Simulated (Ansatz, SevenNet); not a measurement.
## How well does each level of theory give the lattice parameter a of CaB6-type LaB₆?

Reference value: 4.157 Å (measured, 296 K, not corrected to a static lattice; as tabulated in Tsubota and Kitagawa (2017), doi:10.1038/s41598-017-15766-y).

Problem. What do SevenNet-l3i5, LDA, BLYP, PBE, PBEsol, PBEsol+SOC, PBE-D3(BJ), rVV10, r²SCAN+SOC, r²SCAN-D4, r²SCAN+rVV10, HSE06 give, and how far is each from the reference?

Solution. 
```tsv
level (code)	value (Å)	difference (%)
SevenNet-l3i5	4.155	-0.05
LDA (Ansatz)	4.098	-1.42
BLYP (Ansatz)	4.187	+0.72
PBE (Ansatz)	4.155	-0.05
PBEsol (Ansatz)	4.130	-0.65
PBEsol+SOC (Ansatz)	4.130	-0.65
PBE-D3(BJ) (Ansatz)	4.123	-0.82
rVV10 (Ansatz)	4.162	+0.12
r²SCAN+SOC (Ansatz)	4.153	-0.10
r²SCAN-D4 (Ansatz)	4.140	-0.41
r²SCAN+rVV10 (Ansatz)	4.147	-0.24
HSE06 (Ansatz)	4.139	-0.43
```

The reference is not for a static lattice or low temperature, so close values are not ranked against it.

The reference isn't brought to a static lattice, while the calculations are for one, so the differences are not the levels' errors alone. A static lattice is as a rule a little smaller than the measured one.  Cutoffs and k meshes differ between the levels. Ansatz's density-functional and Hartree–Fock values are scalar-relativistic unless marked +SOC, with PAW data made under PBE.

Machine-learned potentials (SevenNet-l3i5) are trained on DFT data: a solid inside that data is no test of them.

Differences are worked out from the printed values.

Ansatz is an electronic-structure program.
